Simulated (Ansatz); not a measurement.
Consider a rigid torsion scan of BH5S, SMILES [BH3-][SH2+] (Ansatz 0.2.0 through its Python package).

`bh5s_torsion.py`:
```python
import ansatz as az
from ase import Atoms

atoms = Atoms(["B", "S", "H", "H", "H", "H", "H"], positions=[
    [-0.4522, -0.4235, -0.4629],
    [0.5848, 0.8509, 0.3809],
    [-1.6599, 0.0094, -0.4712],
    [-0.3575, -1.416, 0.0832],
    [-0.1403, -0.5153, -1.6208],
    [0.1756, 1.0169, 1.6788],
    [1.9107, 0.4097, 0.3661],
])

first = az.Crystal.molecule_from_ase(atoms).calculation()
first = first.basis(gaussian="def2-SVP")
first = first.functional("pbe0")
first = first.relax(force_tolerance=0.02, max_steps=80)
atoms.positions = first.run(threads=1, backend="cpu").report["positions_ang"]

start = atoms.get_dihedral(2, 0, 1, 5)
energies = {}
for turn in range(0, 360, 40):
    turned = atoms.copy()
    turned.set_dihedral(2, 0, 1, 5, start + turn, indices=[1, 5, 6])
    base = (
        az.Crystal.molecule_from_ase(turned).calculation()
        .basis(gaussian="def2-SVP")
        .correlation("mp2", electrons="valence")
    )
    energies[round((start + turn) % 360)] = base.run(threads=1, backend="cpu").report["free_energy_ev"]
floor = min(energies.values())
print("dihedral H2-B0-S1-H5 (deg)   E - E(min) (eV)")
for angle, e in sorted(energies.items()):
    print(f"{angle:8d} {(e - floor):14.3f}  " + "#" * int(30 * (e - floor) / max(max(energies.values()) - floor, 1e-9)))
```

Where along the turn do the lowest and the highest point lie, and how far apart are they?

The lowest point is at 73° and the highest at 273°, 0.103 eV (9.9 kJ/mol) above it, with the rest of the molecule held.

What the script printed:

Running `python bh5s_torsion.py` prints:
```text
dihedral H2-B0-S1-H5 (deg)   E - E(min) (eV)
      33          0.074  #####################
      73          0.000
     113          0.073  #####################
     153          0.098  ############################
     193          0.041  ############
     233          0.102  #############################
     273          0.103  ##############################
     313          0.042  ############
     353          0.098  ############################
```

Caveats:
- The settings weren't tested for convergence.
- The scan is rigid and the energies are electronic, in a modest basis. With rigid groups the curve can differ much from the relaxed path, the start wasn't checked as a minimum of this torsion, and equivalent turns needn't return to the same energy.
- The start is relaxed with a density functional and scanned with the wavefunction method, so it isn't exactly that method's minimum.
- Run time: 10 s on 1 thread of Arm Neoverse V2 (shared host), peak memory 0.18 GiB.

(Lines on the test bed's own set-up are left out of the output.)
